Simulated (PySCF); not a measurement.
Calculation: PBE-D3(BJ)/def2-TZVP // r2SCAN-D4/def2-TZVP in PySCF 2.14.0. Gas-phase values, no solvent. One relaxed conformer stands for a flexible species; it need not be the lowest. 

Reference species (SMILES): `C` (neutral, multiplicity 1).

```json
{
 "HOMO": "-9.44 eV"
}
```

Changed species: `NCN` (2 of 4 H replaced by NH2; the reference has 0 of 4 H replaced by NH2).

### Question
What does the change do to the HOMO?

### Answer
the HOMO rises by 4.32 eV, to -5.12 eV.
